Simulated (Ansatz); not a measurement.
# PNHO+ (triplet): the correlation ladder, def2-TZVPP

An exercise on one series of results from a longer session: the logs are not shown, and one member is left open.

Computed with Ansatz 0.2.0, Gaussian basis. Level: def2-TZVPP, core rule «outside noble gas», up to 7 orbitals frozen.

Plan: UHF; ROHF; CCSD(T) on UHF.

2 further runs of the same task are left out: 2 set aside as unsound or not needed.

## The system

The geometry is a PBE0/def2-TZVP stationary point (not a proven minimum) of the parent state, kept for this charge and spin.

4 atoms, charge 1, spin multiplicity 3.

Atoms are counted from 1 here; the program's logs count them from 0.

Bond lengths: O1–N2 1.248 Å, N2–P3 1.668 Å, N2–H4 1.032 Å. Angles: O1–N2–P3 129.4°, O1–N2–H4 115.2°, P3–N2–H4 115.4°.

Geometry (Å):

```csv
atom,x (Å),y (Å),z (Å)
O1,0.0000,-0.2935,1.5643
N2,0.0000,0.4026,0.5286
P3,0.0000,-0.0767,-1.0694
H4,0.0000,1.4225,0.6842
```

Set-up of the first run:

The input, in.yaml:

```yaml
crystal:
  periodic: [false, false, false]
  atoms:
    - {symbol: O, position_ang: [0.000000, -0.293537, 1.564314]}
    - {symbol: N, position_ang: [0.000000, 0.402609, 0.528647]}
    - {symbol: P, position_ang: [0.000000, -0.076731, -1.069368]}
    - {symbol: H, position_ang: [0.000000, 1.422547, 0.684225]}
basis:
  gaussian: {orbitals: def2-TZVPP}
total_charge: 1
magnetization: {spin_polarized: true, initial_magnetization: 2}
hamiltonian: {xc: hf}
output: {orbitals: {seedname: orbitals}}
```

Command:

```console
ansatz run in.yaml --threads 1 --pin off --events-out ev --progress --plain --max-ram 4096MiB --backend cpu
```

Among the steps run: UHF; ROHF; CCSD(T) on UHF.

One table of the session follows, with a row left open; its other results are not shown here.

It belongs to the step «Misses and costs». 

```
  method  from UCCSD(T) (meV)
    ROHF             +15526.5
     UHF             +14793.8
    UMP2                    ?
   UCCSD               +653.6
UCCSD(T)                    0
```

Q: Estimate the row for UMP2 from the others.

The run gave: from UCCSD(T) (meV): +1837.9. In the column «from UCCSD(T) (meV)» it lies between UCCSD (+653.6) and UHF (+14793.8).
